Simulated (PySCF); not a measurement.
Compound: C3H6NS (doublet state).
Z-matrix (Å and degrees, GFN2-xTB geometry), rows numbered from 1:
```
C 
C   1  1.4877
C   2  1.3692  1  123.71
N   3  1.3638  2  122.79  1     2.17
S   3  1.7123  2  119.73  1   179.95
H   1  1.0919  2  110.71  3   -57.76
H   1  1.0857  2  110.67  3  -178.34
H   1  1.0932  2  110.97  3    61.32
H   2  1.0768  1  118.66  3  -179.92
H   4  1.0057  3  119.07  2   -20.14
H   4  1.0060  3  116.85  2  -169.86
```

The species is `C[CH]C(N)=S` [radical].

The calculation used PySCF, UKS B3LYP, pcH-1 on C H N S, non-relativistic, mean-field spin-orbit, GIAO. One conformer (not necessarily the lowest) at the GFN2-xTB geometry, without solvent, vibrations or thermal averaging. The geometry wasn't refined by DFT: couplings that depend on bond lengths, twists or pyramidal angles can differ widely from those at the functional's own minimum. The frame is twisted about the C3–N4 bond at this geometry (dihedral S5–C3–N4–H11 = 12°); couplings at other torsion angles weren't computed.

Output of the driver script. The program numbers atoms from 0.

```
UKS, coarse grid
  cycle   1  E = -570.79821737  |g| = 3.03e-01
  cycle   2  E = -570.72333242  |g| = 4.66e-01
  cycle   3  E = -570.85004400  |g| = 1.37e-01
  cycle   4  E = -570.85869324  |g| = 5.77e-02
  cycle   5  E = -570.86063857  |g| = 1.34e-02
  cycle   6  E = -570.86075809  |g| = 9.93e-03
  cycle   7  E = -570.86082642  |g| = 4.33e-03
  cycle   8  E = -570.86084242  |g| = 2.01e-03
  cycle   9  E = -570.86084465  |g| = 5.14e-04
UKS, final grid
  cycle   1  E = -570.86079824  |g| = 7.70e-04
  cycle   2  E = -570.86079726  |g| = 1.55e-03
  cycle   3  E = -570.86079862  |g| = 1.44e-04
  cycle   4  E = -570.86079864  |g| = 7.20e-05
  cycle   5  E = -570.86079865  |g| = 3.71e-05
  cycle   6  E = -570.86079865  |g| = 1.11e-05
E = -570.86079865 Eh   <S^2> = 0.7696 (exact 0.7500)
g shifts (ppm)      1          2          3
  rmc          -184       -184       -184
  gc             -7         36         40
  oz_so         103       7500      60526
  total         -88       7353      60382
hyperfine (MHz)  atom isotope    a_iso     a_fc   dipolar eigenvalues
    0   13C     -20.57     -20.57     -1.86      0.70      1.15
    1   13C      49.91      49.91    -49.81    -49.09     98.90
    2   13C     -33.41     -33.41    -11.30      3.53      7.77
    3   14N      -2.20      -2.20     -1.57      0.65      0.93
    4   33S      10.63      10.63    -49.39    -48.59     97.98
    5    1H      69.70      69.70     -3.59     -2.32      5.91
    6    1H       1.63       1.63     -3.12     -2.49      5.61
    7    1H      74.38      74.38     -3.61     -2.35      5.96
    8    1H     -40.29     -40.29    -20.79     -2.28     23.06
    9    1H      -2.13      -2.13     -2.29     -1.94      4.22
   10    1H      -0.82      -0.82     -2.01     -1.58      3.60
```

Q: The run flagged its g tensor. What set off the flag, and which results does it touch?

A: The largest g shift is +0.060, past the limit of 0.03 at which the run flags a species of elements up to argon. The orbital-Zeeman/spin–orbit term is second order, a sum of spin–orbit matrix elements over excitation energies, so it grows and becomes less reliable as an excited state comes close; a shift of this size calls for a check with another method. The contact and dipolar couplings don't rest on that expansion, but they belong to the state that the SCF found, and a close-lying state with the spin in another orbital would have other couplings; no stability test was run. The run left out the spin–orbit part of the hyperfine coupling.

Q: Where is the spin in this solution (atoms counted from 1)?

A: Largest spin populations (Mulliken): C2 (+0.61), S5 (+0.54) and C3 (-0.13). The positive populations add up to 1.22 and the negative ones to -0.22, together 2S = 1. The angles at C2 add up to 360.0°, so it is planar; its axial dipolar tensor and the negative coupling of its proton fit spin in a p orbital normal to that plane. The unrestricted determinant has ⟨S²⟩ = 0.7696 (exact 0.7500), 2.6 % above the value of a pure doublet state. 

Q: Average a_iso over equivalent nuclei, turn it into first-order splittings with g = 2.0023, and give the multiplets for abundant isotopes (0.05 mT or more).

A: 
| nuclei (from 1) | isotope | I | position | a_iso (MHz) | \|a\| (mT) | splits into |
| --- | --- | --- | --- | --- | --- | --- |
| H6/H7/H8 | 1H | 1/2 | 2 bonds from C2 | 48.6 | 1.73 | 1:3:3:1 quartet |
| H9 | 1H | 1/2 | 1 bond from C2 | -40.3 | 1.44 | 1:1 doublet |
| N4 | 14N | 1 | 2 bonds from C2 | -2.2 | 0.08 | 1:1:1 triplet |
| H10 | 1H | 1/2 | 3 bonds from C2 | -2.1 | 0.08 | 1:1 doublet |

Class means assume fast exchange of nuclei equivalent by connectivity; if that motion is slow, each nucleus keeps its own coupling. H10 and H11 aren't averaged: N4 is flat or nearly so (angle sum 353°), and its turn about the short N4–C3 bond (1.36 Å) is taken as slow. The three 1H nuclei of mean +48.6 MHz run from 1.6 to 74.4 MHz in the frozen geometry. Main spin sites, with 60 % or more of the largest population: C2, S5; positions count bonds from the nearest.
